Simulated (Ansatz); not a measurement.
in.yaml

```yaml
crystal:
  periodic: [false, false, false]
  atoms:
    - {symbol: Al, position_ang: [0.050156, -0.096002, 0.690078]}
    - {symbol: C, position_ang: [-0.114718, 0.095185, -1.255168]}
    - {symbol: H, position_ang: [-0.038097, 1.230971, 1.567929]}
    - {symbol: H, position_ang: [0.045011, -0.940316, -1.785053]}
    - {symbol: H, position_ang: [0.822665, 0.562368, -1.658921]}
    - {symbol: H, position_ang: [-0.805229, 0.582631, -1.639955]}
basis:
  gaussian: {orbitals: cc-pVDZ}
magnetization: {spin_polarized: true, initial_magnetization: 1}
correlation: {method: ccsdt_q, electrons: outside_noble_gas}
```

```sh
$ ansatz run in.yaml --threads 1 --pin off --events-out ev --progress --plain --max-ram 2393MiB
```

The program prints:

```
1000 factors; integrals over basis functions are off by at most 1.6e-7 eV
mean field evaluation 1: about -7672.4330 eV, gradient 1.8e1 eV
mean field evaluation 2: about -7672.4689 eV, gradient 1.8e1 eV
mean field evaluation 4: about -7674.6236 eV, gradient 1.9e0 eV
mean field evaluation 8: about -7674.6974 eV, gradient 2.1e-1 eV
mean field evaluation 16: about -7674.6991 eV, gradient 2.0e-6 eV
mean field evaluation 32: about -7672.4879 eV, gradient 1.3e-1 eV
mean field evaluation 64: about -7672.4883 eV, gradient 1.7e-3 eV
mean field -7674.69905101 eV, -282.0399880268 hartree, gradient 2.0e-6 eV, S^2 0.753297; 1 other end points of the search recorded, 0 dependent functions left out
determinant -7674.69905101 eV, -282.0399880268 hartree, with singles and doubles -7680.96690967 eV, -282.2703275839 hartree
determinant -7672.48828580 eV, -281.9587439039 hartree, with singles and doubles -7678.97466467 eV, -282.1971139305 hartree
6 core orbitals not correlated: weight in the atoms' cores, before any rotation towards them, 1.000 or more for the frozen orbitals, at most 0.000 for the correlated occupied ones
reference -7674.69905101 eV, -282.0399880268 hartree; 6, 5 occupied and 40, 41 virtual orbitals, 1000 factors
second order -5.42336544 eV of doubles, -0.00000000 eV of singles
cycle   1  -6.01956258 eV  change   -6.0e-1 eV  update   6.7e-2
cycle   2  -6.38040826 eV  change   -3.6e-1 eV  update   2.8e-2
cycle   3  -6.45034262 eV  change   -7.0e-2 eV  update   1.3e-2
cycle   4  -6.44393915 eV  change    6.4e-3 eV  update   5.4e-3
cycle   5  -6.44484469 eV  change   -9.1e-4 eV  update   2.5e-3
cycle   6  -6.44557924 eV  change   -7.3e-4 eV  update   9.9e-4
cycle   7  -6.44537182 eV  change    2.1e-4 eV  update   4.1e-4
cycle   8  -6.44547372 eV  change   -1.0e-4 eV  update   1.8e-4
cycle   9  -6.44556360 eV  change   -9.0e-5 eV  update   6.5e-5
cycle  10  -6.44551502 eV  change    4.9e-5 eV  update   2.7e-5
cycle  11  -6.44551551 eV  change   -4.9e-7 eV  update   1.3e-5
cycle  12  -6.44551911 eV  change   -3.6e-6 eV  update   5.1e-6
cycle  13  -6.44552462 eV  change   -5.5e-6 eV  update   2.5e-6
cycle  14  -6.44552667 eV  change   -2.0e-6 eV  update   1.1e-6
cycle  15  -6.44552725 eV  change   -5.8e-7 eV  update   6.7e-7
perturbative correction -0.00836728 eV, -0.0003074920 hartree
Total energy: -7681.15294554 eV, -282.2771642762 hartree
```

Ran on 1 thread of Arm Neoverse V2, shared host: 57 s wall, 0.59 GiB peak host memory.
